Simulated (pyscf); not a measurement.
A first-order saddle from PySCF, ωB97X-D3(BJ)/def2-SVP:

```
Ga
F 1 1.7559
O 1 1.7711 2 119.46
H 3 0.9631 1 114.00 2 -179.84
O 1 1.9436 2 108.24 3 141.55
H 5 0.9651 1 117.09 2 -12.74
H 5 1.2277 6 116.03 1 -84.84
O 7 1.2270 5 138.17 6 125.02
H 8 0.9651 7 116.11 5 -125.25
```
Charge 0, spin multiplicity 1.

Surface: singlet, charge 0. Lowest wavenumbers (cm⁻¹): 1031i, 122, 164, 185, 204.

### Question
Which two sides does it connect, and which bonds change?

### Answer
`[OH2]` + `[OH][Ga]([OH])[F]` ⇌ `[OH][Ga]([OH])[F]` + `[OH2]`, a four-centre exchange read from left to right: H–O, Ga–O broken and Ga–O, H–O formed. At ωB97M-D3(BJ)/def2-TZVP it lies -0.41 eV from the left side and -0.41 eV from the right (each side as separated species at their lowest minima found). On the reactant side the descent ends in an adduct with a Ga–O contact, 0.90 eV under the separated species and 0.45 eV under the saddle at ωB97X-D3(BJ)/def2-TZVP. On the product side the descent ends in an adduct with a Ga–O contact, 0.90 eV under the separated species and 0.44 eV under the saddle at ωB97X-D3(BJ)/def2-TZVP. At ωB97M-D3(BJ) the saddle lies under the separated reactants, which points to a path from their complex (located at ωB97X-D3(BJ) alone). At ωB97M-D3(BJ) the saddle lies under the separated products, which points to a path from their complex (located at ωB97X-D3(BJ) alone). What is counted as formed (Ga–O) is already present as a longer contact in the reactant adduct; forming that adduct is a step of its own. What is counted as broken (Ga–O) persists as a longer contact in the product adduct; parting that adduct is a step of its own. This is the saddle that the search found; another between the same sides may lie lower. Elements up to Kr have no core potential and no relativistic terms here.
